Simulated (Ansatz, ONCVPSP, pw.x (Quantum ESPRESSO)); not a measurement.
pw.x on bcc W: one setting changed

Potential: optimised norm-conserving Vanderbilt (ONCV), ONCVPSP 4.0.1.1 (patched build), PBEsol; core [Kr] 4d10 4f14, reference 5s2 5p6 5d4 6s2; waves: 5s+6s: rc 1.80 bohr, ncon 4, nbas 7, qcut 8.3 1/bohr, 2 projectors; 5p: rc 1.80 bohr, ncon 3, nbas 6, qcut 9.7 1/bohr, 2 projectors, debl 2.7 Ha; 5d: rc 2.96 bohr, ncon 4, nbas 9, qcut 6.9 1/bohr, 3 projectors, debl 1.8 Ha; local part: polynomial inside 1.70 bohr (lpopt 5, dvloc0 1 Ha); core correction: polynomial model core, fcfact 0.55.

The reference run (k-mesh 15³, cutoffs 65/260 Ry, Fermi–Dirac 0.01 Ry, mixing_beta 0.4, conv_thr 1e-9, no spin) gives -2.66 GPa at 15.687 Å³/atom, where all-electron LAPW gives 0.22 GPa. This run, with its own iteration cap, changes k-mesh points per axis to 8.

```
&control
  calculation='scf', prefix='x', pseudo_dir='./', outdir='./tmp', tstress=.true., disk_io='none'
/
&system
  ibrav=0, nat=1, ntyp=1, ecutwfc=65, ecutrho=260, nbnd=15,
  occupations='smearing', smearing='fd', degauss=0.01
/
&electrons
  conv_thr=1e-09, mixing_beta=0.4, electron_maxstep=50
/
ATOMIC_SPECIES
W 1.0 W.UPF
CELL_PARAMETERS angstrom
  -1.57698163 1.57698163 1.57698163
  1.57698163 -1.57698163 1.57698163
  1.57698163 1.57698163 -1.57698163
ATOMIC_POSITIONS crystal
W 0.0000 0.0000 0.0000
K_POINTS automatic
8 8 8 0 0 0
```

```bash
pw.x < W.scf.in > W.scf.out
```

**Question.** How does the run end?

**Answer.** It converges in 7 iterations; the free energy moves by +6.0 meV/atom and the pressure by +0.51 GPa.

```
Message from routine setup:
     using ibrav=0 with symmetry is DISCOURAGED, use correct ibrav instead
     lattice parameter (alat)  =       5.1616  a.u.
     unit-cell volume          =     105.8611 (a.u.)^3
     number of electrons       =        14.00
     number of Kohn-Sham states=           15
     kinetic-energy cutoff     =      65.0000  Ry
     charge density cutoff     =     260.0000  Ry
     scf convergence threshold =      1.0E-09
     Exchange-correlation= PBESOL
     number of k points=    29  Fermi-Dirac smearing, width (Ry)=  0.0100
     iteration #  1     ecut=    65.00 Ry     beta= 0.40
     total energy              =    -171.53150034 Ry
     estimated scf accuracy    <       0.03791783 Ry
     iteration #  2     ecut=    65.00 Ry     beta= 0.40
     total energy              =    -171.53129128 Ry
     estimated scf accuracy    <       0.00641417 Ry
     iteration #  3     ecut=    65.00 Ry     beta= 0.40
     total energy              =    -171.53203300 Ry
     estimated scf accuracy    <       0.00034445 Ry
     iteration #  4     ecut=    65.00 Ry     beta= 0.40
     total energy              =    -171.53204908 Ry
     estimated scf accuracy    <       0.00000471 Ry
     iteration #  5     ecut=    65.00 Ry     beta= 0.40
     total energy              =    -171.53205026 Ry
     estimated scf accuracy    <       0.00000015 Ry
     iteration #  6     ecut=    65.00 Ry     beta= 0.40
     total energy              =    -171.53205027 Ry
     estimated scf accuracy    <          2.4E-09 Ry
     iteration #  7     ecut=    65.00 Ry     beta= 0.40
     the Fermi energy is    22.4274 ev
!    total energy              =    -171.53205027 Ry
     estimated scf accuracy    <          5.4E-10 Ry
     smearing contrib. (-TS)   =      -0.00170448 Ry
     The total energy is F=E-TS. E is the sum of the following terms:
     one-electron contribution =     -13.65805473 Ry
     hartree contribution      =      15.78622471 Ry
     xc contribution           =     -53.98157200 Ry
     ewald contribution        =    -119.67694377 Ry
     convergence has been achieved in   7 iterations
          total   stress  (Ry/bohr**3)                   (kbar)     P=      -21.50
     Message from routine punch:
     Nothing written, as per user request (disk_io='none')
```

The run took about 4.4 s on one core of a shared host (Neoverse-V2, 96 threads, 742 GiB, load 38).
